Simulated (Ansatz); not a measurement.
Input file:

```yaml
crystal:
  periodic: [false, false, false]
  atoms:
    - {symbol: Ga, position_ang: [0.000000, -0.042570, 0.722235]}
    - {symbol: C, position_ang: [0.000000, 0.135597, -1.203049]}
    - {symbol: O, position_ang: [0.000000, 0.005359, -2.345494]}
    - {symbol: H, position_ang: [0.000000, 1.243885, 1.606842]}
basis:
  gaussian: {orbitals: STO-3G}
magnetization: {spin_polarized: false, initial_magnetization: 2}
correlation: {active_space: {ras: {orbitals: [22, 2, 5], electrons: 46, max_holes: 2, max_particles: 2}, fixed_orbitals: true}}
accuracy: high
output: {forces: true}
```

```sh
$ ansatz run in.yaml --threads 1 --pin off --events-out ev --progress --plain --max-ram 2393MiB
```

The program prints:

```
427 factors; integrals over basis functions are off by at most 8.2e-9 eV
mean field evaluation 1: about -54764.2820 eV, gradient 2.4e1 eV
mean field evaluation 2: about -54764.3317 eV, gradient 2.4e1 eV
mean field evaluation 4: about -54767.3251 eV, gradient 5.5e0 eV
mean field evaluation 8: about -54765.0450 eV, gradient 1.4e1 eV
mean field evaluation 16: about -54769.9092 eV, gradient 7.1e-2 eV
mean field evaluation 32: about -54769.9133 eV, gradient 3.9e-2 eV
mean field evaluation 64: about -54769.8990 eV, gradient 3.7e-1 eV
mean field evaluation 96: about -54769.7534 eV, gradient 2.0e-1 eV
mean field evaluation 128: about -54769.6619 eV, gradient 1.3e0 eV
mean field -54769.91348375 eV, -2012.7571961470 hartree, gradient 6.1e-9 eV, S^2 2.000000; 10 other end points of the search recorded, 0 dependent functions left out
reference -54769.91348375 eV, -2012.7571961470 hartree; 24, 22 occupied and 5, 7 virtual orbitals, 427 factors
state -54774.57032986 eV, -2012.9283320851 hartree
the calculation of the forces begins
Total energy: -54774.57032986 eV, -2012.9283320851 hartree
Atom 0 at     0.000000    -0.042570     0.722235 Å, force     0.000000    -1.610068     0.111443 eV/Å
Atom 1 at     0.000000     0.135597    -1.203049 Å, force    -0.000000     2.307173     6.324493 eV/Å
Atom 2 at     0.000000     0.005359    -2.345494 Å, force    -0.000000    -1.113413    -5.243878 eV/Å
Atom 3 at     0.000000     1.243885     1.606842 Å, force    -0.000000     0.416308    -1.192058 eV/Å
Dipole moment:    -0.000000     0.443806    -0.602369 e Å
```

Natural occupations: 2.0000 2.0000 2.0000 2.0000 2.0000 2.0000 2.0000 2.0000 2.0000 1.9999 1.9999 1.9999 1.9998 1.9997 1.9994 1.9980 1.9885 1.9849 1.9741 1.9664 1.9568 1.9557 1.0007 0.9990.

Forces (eV/Å):
```
Ga   0.000 -1.610  0.111
C    0.000  2.307  6.324
O    0.000 -1.113 -5.244
H    0.000  0.416 -1.192
```

Ran on 1 thread of Arm Neoverse V1, shared host: 4.2 s wall, 0.1 GiB peak host memory.
